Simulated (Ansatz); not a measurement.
**CH2Al (sextet): from Hartree-Fock to the top rungs, def2-TZVPP**

One table from this session's results is given with a row withheld; the runs are named, their logs left out.

Program: Ansatz 0.2.0, Gaussian basis. Level of theory: def2-TZVPP, core rule «outside noble gas», up to 6 orbitals frozen. These are calculated values, not measurements.

To be run: UHF; ROHF; CCSD(T) on UHF.

## The geometry

The geometry is a PBE0/def2-TZVP stationary point (not a proven minimum) of the parent state, kept for this charge and spin.

4 atoms, charge 0, spin multiplicity 6.

Atoms are counted from 1 here; the program's logs count them from 0.

Bond lengths: Al1–C2 1.923 Å, Al1–H3 1.613 Å, C2–H4 1.088 Å. Angles: C2–Al1–H3 117.5°, Al1–C2–H4 152.8°.

The first run:

in.yaml reads:

```yaml
crystal:
  periodic: [false, false, false]
  atoms:
    - {symbol: Al, position_ang: [0.000000, -0.074388, 0.613390]}
    - {symbol: C, position_ang: [0.000000, 0.010117, -1.308029]}
    - {symbol: H, position_ang: [0.000000, 1.321704, 1.420502]}
    - {symbol: H, position_ang: [0.000000, 0.549036, -2.253748]}
basis:
  gaussian: {orbitals: def2-TZVPP}
magnetization: {spin_polarized: true, initial_magnetization: 5}
hamiltonian: {xc: hf}
output: {orbitals: {seedname: orbitals}}
```

The run is started by

```console
$ ansatz run in.yaml --threads 1 --pin off --events-out ev --progress --plain --max-ram 2816MiB --backend cpu
```

Among the steps run: UHF; ROHF; CCSD(T) on UHF.

One table of the session follows, with a row left open; its other results are not shown here.

| method | from UCCSD(T) (kJ/mol) |
| --- | --- |
| ROHF | +473.7 |
| UHF | ? |
| UMP2 | +87.8 |
| UCCSD | +17.7 |
| UCCSD(T) | 0 |

Estimate the missing values for UHF.

The run gave: from UCCSD(T) (kJ/mol): +452.9. In the column «from UCCSD(T) (kJ/mol)» it lies between UMP2 (+87.8) and ROHF (+473.7).
